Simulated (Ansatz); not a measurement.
**Worked example: vertical energy of the triplet above the singlet of C4H6O2 (methyl acrylate)**

C4H6O2 has 12 atoms, charge 0, and is taken as a singlet. As SMILES, `C=CC(=O)OC`. The shape is that of a PBE0-D4/def2-TZVP optimisation. This is one conformer, not always the lowest.

Both states at this one shape; open shells run unrestricted unless said. 1 Eh = 27.2114 eV.

| level | program | singlet C4H6O2 (Eh) | triplet C4H6O2 (Eh) |
| --- | --- | --- | --- |
| HF/cc-pVDZ | Ansatz | -304.704501 | -304.589407 |
| BLYP/def2-SV(P) | Ansatz | -306.125199 | -305.976471 |
| BLYP/def2-TZVP | Ansatz | -306.501384 | -306.353941 |

Q: Work out the vertical gap, second state less first, at each level.

A: 
1. HF/cc-pVDZ: -304.589407 − (-304.704501) = 0.115094 Eh = 3.13 eV.
2. BLYP/def2-SV(P): -305.976471 − (-306.125199) = 0.148728 Eh = 4.05 eV.
3. BLYP/def2-TZVP: -306.353941 − (-306.501384) = 0.147443 Eh = 4.01 eV.

No measured value is set beside it here; the levels span 3.13 to 4.05 eV. Hartree–Fock favours the state with fewer electron pairs, since it lacks pair correlation.
